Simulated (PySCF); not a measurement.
Compound: C4H7N.
Numbering: `[NH2:1][C@H:2]1[C@H:3]2[CH2:4][C@@H:5]12` (hydrogens: H6, H7 on N1; H8 on C2; H9 on C3; H10, H11 on C4; H12 on C5)

The same species was optimised twice, with GFN2-xTB and with PBE0-D3(BJ)/def2-SVP (PySCF), and the same property calculations (PySCF, gas phase) were run on both structures.

| coordinate | GFN2-xTB | PBE0-D3(BJ)/def2-SVP | change |
| --- | --- | --- | --- |
| C3–H9 (Å) | 1.069 | 1.089 | +0.020 |
| C5–H12 (Å) | 1.069 | 1.089 | +0.020 |
| C4–H11 (Å) | 1.081 | 1.096 | +0.015 |
| C4–H10 (Å) | 1.083 | 1.096 | +0.013 |
| C2–H8 (Å) | 1.098 | 1.104 | +0.006 |
| C3–C5 (Å) | 1.487 | 1.481 | -0.006 |
| N1–C2 (Å) | 1.439 | 1.433 | -0.006 |
| C2–C5 (Å) | 1.496 | 1.492 | -0.004 |
| N1–H7 (Å) | 1.014 | 1.018 | +0.004 |
| N1–H6 (Å) | 1.014 | 1.018 | +0.004 |
| C2–C3 (Å) | 1.496 | 1.493 | -0.003 |
| C3–C4 (Å) | 1.497 | 1.493 | -0.004 |
| C4–C5 (Å) | 1.497 | 1.494 | -0.003 |
| C3–C5–H12 (°) | 134.3 | 130.0 | -4.3 |
| C5–C3–H9 (°) | 134.3 | 130.2 | -4.1 |
| C3–C2–H8 (°) | 115.7 | 113.4 | -2.3 |
| C5–C2–H8 (°) | 115.6 | 113.4 | -2.2 |
| C2–C5–C4 (°) | 96.6 | 98.7 | +2.1 |
| C2–C3–C4 (°) | 96.6 | 98.7 | +2.1 |
| C2–C3–H9 (°) | 131.6 | 129.6 | -2.0 |
| C2–C5–H12 (°) | 131.6 | 129.7 | -1.9 |

Rotational constants: A = 10728, B = 4897, C = 4508 MHz (GFN2-xTB) against A = 10975, B = 4776, C = 4415 MHz (PBE0-D3(BJ)/def2-SVP). Point groups within 0.08 Å: Cs and Cs.

On the GFN2-xTB structure: isotropic polarisability (au) 51.6 [wB97X-D/def2-SVPD]; HOMO (eV) -8.96 [wB97X-D/def2-SVPD]; LUMO (eV) 2.61 [wB97X-D/def2-SVPD]; dipole (D) 1.37 [wB97X-D/def2-SVPD]; HOMO (eV) -6.90 [PBE0/pcSseg-1]; LUMO (eV) 1.71 [PBE0/pcSseg-1]; dipole (D) 1.48 [PBE0/pcSseg-1]; GIAO shielding of N1 (ppm) 233.0 [PBE0/pcSseg-1]; GIAO shielding of C2 (ppm) 132.4 [PBE0/pcSseg-1]; GIAO shielding of C3/C5 (mean) (ppm) 177.0 [PBE0/pcSseg-1]; GIAO shielding of C4 (ppm) 161.8 [PBE0/pcSseg-1].

What do these properties become on the PBE0-D3(BJ)/def2-SVP structure?

```json
{"property": "isotropic polarisability (au)", "level": "wB97X-D/def2-SVPD", "on GFN2-xTB": "51.6", "on PBE0-D3(BJ)/def2-SVP": "52.2", "change": "+0.6"}
{"property": "HOMO (eV)", "level": "wB97X-D/def2-SVPD", "on GFN2-xTB": "-8.96", "on PBE0-D3(BJ)/def2-SVP": "-9.00", "change": "-0.04"}
{"property": "LUMO (eV)", "level": "wB97X-D/def2-SVPD", "on GFN2-xTB": "2.61", "on PBE0-D3(BJ)/def2-SVP": "2.58", "change": "-0.03"}
{"property": "dipole (D)", "level": "wB97X-D/def2-SVPD", "on GFN2-xTB": "1.37", "on PBE0-D3(BJ)/def2-SVP": "1.45", "change": "+0.08"}
{"property": "energy, GFN2-xTB geometry as zero (kcal/mol)", "level": "wB97X-D/def2-SVPD", "on GFN2-xTB": "0.0", "on PBE0-D3(BJ)/def2-SVP": "-1.1", "change": "-1.1"}
{"property": "HOMO (eV)", "level": "PBE0/pcSseg-1", "on GFN2-xTB": "-6.90", "on PBE0-D3(BJ)/def2-SVP": "-6.96", "change": "-0.06"}
{"property": "LUMO (eV)", "level": "PBE0/pcSseg-1", "on GFN2-xTB": "1.71", "on PBE0-D3(BJ)/def2-SVP": "1.60", "change": "-0.11"}
{"property": "dipole (D)", "level": "PBE0/pcSseg-1", "on GFN2-xTB": "1.48", "on PBE0-D3(BJ)/def2-SVP": "1.56", "change": "+0.08"}
{"property": "energy, GFN2-xTB geometry as zero (kcal/mol)", "level": "PBE0/pcSseg-1", "on GFN2-xTB": "0.0", "on PBE0-D3(BJ)/def2-SVP": "-0.9", "change": "-0.9"}
{"property": "GIAO shielding of N1 (ppm)", "level": "PBE0/pcSseg-1", "on GFN2-xTB": "233.0", "on PBE0-D3(BJ)/def2-SVP": "231.9", "change": "-1.1"}
{"property": "GIAO shielding of C2 (ppm)", "level": "PBE0/pcSseg-1", "on GFN2-xTB": "132.4", "on PBE0-D3(BJ)/def2-SVP": "129.2", "change": "-3.2"}
{"property": "GIAO shielding of C3/C5 (mean) (ppm)", "level": "PBE0/pcSseg-1", "on GFN2-xTB": "177.0", "on PBE0-D3(BJ)/def2-SVP": "175.8", "change": "-1.2"}
{"property": "GIAO shielding of C4 (ppm)", "level": "PBE0/pcSseg-1", "on GFN2-xTB": "161.8", "on PBE0-D3(BJ)/def2-SVP": "157.2", "change": "-4.6"}
```

The heavy atoms differ by 0.029 Å rms after alignment. Among all bonds C3–H9 and C5–H12 change most and about equally (+0.020 Å). Changes are differences of the printed values. Neither structure is proved a minimum here.

The values belong to the conformer `[NH2:1][C@H:2]1[C@H:3]2[CH2:4][C@@H:5]12`: H–N1–C2–C3 -156°, H–N1–C2–C3 86°.

wB97X-D is run here without its empirical dispersion term; that term would change no orbital, density or response property at a fixed geometry.
